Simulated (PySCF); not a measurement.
C₄H₆O₂.
Numbering: `[CH2:1]=[CH:2][O:3][C:4]([CH3:5])=[O:6]` (hydrogens: H7, H8 on C1; H9 on C2; H10, H11, H12 on C5)

Method: PBE0-D3(BJ)/def2-SVP geometry optimisation, gas phase in PySCF 2.14.0; density fitting, grid level 1; the optimiser is geomeTRIC in internal coordinates, started from an MMFF94s structure.

The end geometry, which sets the zero of energy:
```
atom  x, y, z in Å
C1     -2.2681    0.1727    1.1206
C2     -1.3070   -0.4203    0.4199
O3     -0.1308    0.2296    0.1630
C4      0.8117   -0.4075   -0.5802
C5      2.0155    0.4649   -0.7527
O6      0.6681   -1.5117   -1.0226
H7     -2.1478    1.1878    1.5048
H8     -3.1969   -0.3621    1.3205
H9     -1.3631   -1.4305    0.0071
H10     2.3994    0.7724    0.2307
H11     2.7853   -0.0776   -1.3117
H12     1.7337    1.3822   -1.2906
```

Question: These geometries come from the run, each turned onto the end geometry. Order them by energy, lowest first.
A.
```
atom  x, y, z in Å
C1     -2.2788    0.1850    1.0880
C2     -1.2809   -0.4507    0.4869
O3     -0.0925    0.1889    0.2290
C4      0.8153   -0.4066   -0.5798
C5      2.0160    0.4683   -0.7468
O6      0.6225   -1.4599   -1.1130
H7     -2.1991    1.2327    1.3878
H8     -3.2135   -0.3443    1.2776
H9     -1.3170   -1.4891    0.1490
H10     2.4696    0.6933    0.2287
H11     2.7451   -0.0385   -1.3882
H12     1.7133    1.4210   -1.2104
```
B.
```
atom  x, y, z in Å
C1     -2.2965    0.1630    1.1262
C2     -1.3122   -0.4006    0.4234
O3     -0.1236    0.2811    0.1632
C4      0.8156   -0.4006   -0.5696
C5      2.0215    0.4716   -0.7556
O6      0.7189   -1.5368   -1.0153
H7     -2.2016    1.1703    1.5171
H8     -3.2167   -0.3765    1.3226
H9     -1.3732   -1.4032    0.0187
H10     2.4515    0.7224    0.2174
H11     2.7727   -0.0683   -1.3394
H12     1.7436    1.3777   -1.2996
```
C.
```
atom  x, y, z in Å
C1     -2.2698    0.1789    1.0999
C2     -1.2929   -0.4428    0.4485
O3     -0.1202    0.2139    0.1910
C4      0.7946   -0.3942   -0.6062
C5      2.0115    0.4669   -0.7445
O6      0.6385   -1.4817   -1.0862
H7     -2.1613    1.2184    1.4162
H8     -3.1932   -0.3536    1.3299
H9     -1.3263   -1.4756    0.0930
H10     2.4137    0.7240    0.2457
H11     2.7686   -0.0615   -1.3346
H12     1.7367    1.4073   -1.2439
```
D.
```
atom  x, y, z in Å
C1     -2.2664    0.1808    1.1100
C2     -1.3000   -0.4331    0.4343
O3     -0.1210    0.2141    0.1845
C4      0.8168   -0.4159   -0.5717
C5      2.0122    0.4668   -0.7526
O6      0.6638   -1.5067   -1.0443
H7     -2.1527    1.2007    1.4841
H8     -3.2008   -0.3465    1.3014
H9     -1.3546   -1.4491    0.0359
H10     2.4098    0.7572    0.2303
H11     2.7737   -0.0620   -1.3353
H12     1.7193    1.3937   -1.2677
```

Answer: D (0.003 eV), C (0.007 eV), A (0.014 eV), B (0.099 eV).

In the order of the answer:

```tsv
step	E above end (eV)	largest force (eV/Å)	rms force component (eV/Å)	rms distance from end (Å)	rms bond change (Å)	bond most changed (Å)
4	0.003	0.26	0.061	0.024	0.000	O3–C4 +0.001
2	0.007	0.35	0.075	0.055	0.001	O3–C4 -0.002
1	0.014	0.39	0.117	0.093	0.003	C2–O3 +0.006
0	0.099	2.46	0.588	0.040	0.013	C2–O3 +0.027
```

The cost below is that of the whole optimisation. The run took 34 s of wall time on one thread of an x86-64 server, no GPU, on a shared host.
